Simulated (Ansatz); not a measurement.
**BSiN (singlet): from Hartree-Fock to the top rungs, cc-pVDZ**

The task here is to estimate one member of a computed series from the others.

Method: cc-pVDZ, core rule «outside noble gas», up to 7 orbitals frozen; program: Ansatz 0.2.0, Gaussian basis.

To be run: UHF; CCSD(T) on RHF; BCCD(T) on RHF; CISD; CCSDT(Q) on RHF.

22 further runs of the same task are left out: 2 for a known fault of the program, 10 that didn't finish, 10 set aside as unsound or not needed.

## What is computed

The geometry is a PBE0/def2-TZVP stationary point (not a proven minimum).

3 atoms, charge 0, spin multiplicity 1.

Atoms are counted from 1 here; the program's logs count them from 0.

Bond lengths: B1–N2 1.366 Å, N2–Si3 1.578 Å. Angles: B1–N2–Si3 180.0°.

The first run:

The input, in.yaml:

```yaml
crystal:
  periodic: [false, false, false]
  atoms:
    - {symbol: B, position_ang: [0.000000, 0.000000, 1.436730]}
    - {symbol: N, position_ang: [0.000000, 0.000000, 0.070506]}
    - {symbol: Si, position_ang: [0.000000, 0.000000, -1.507236]}
basis:
  gaussian: {orbitals: cc-pVDZ}
magnetization: {spin_polarized: true, initial_magnetization: 0}
hamiltonian: {xc: hf}
output: {orbitals: {seedname: orbitals}}
```

Started as:

```bash
$ ansatz run in.yaml --threads 1 --pin off --events-out ev --progress --plain --max-ram 2393MiB
```

Among the steps run: UHF; CCSD(T) on RHF; BCCD(T) on RHF; CISD; CCSDT(Q) on RHF.

One table of the session follows, with a row left open; its other results are not shown here.

```
   method  from RCCSDT(Q) (meV)
      RHF               +9063.2
     RMP2               +1176.7
     CISD               +1393.4
    RCCSD                +471.2
 RCCSD(T)                 +65.4
  BCCD(T)                     ?
   RCCSDT                 +43.4
RCCSDT(Q)                     0
```

Q: Estimate the row for BCCD(T) from the others.

**Answer.** from RCCSDT(Q) (meV): +60.5. In the column «from RCCSDT(Q) (meV)» it lies between RCCSDT (+43.4) and RCCSD(T) (+65.4).

With the free atoms at the same levels and basis (separate runs), the atomisation energy is 9.682 eV at RCCSDT(Q), 9.643 eV at RCCSD(T), 6.409 eV at RHF.
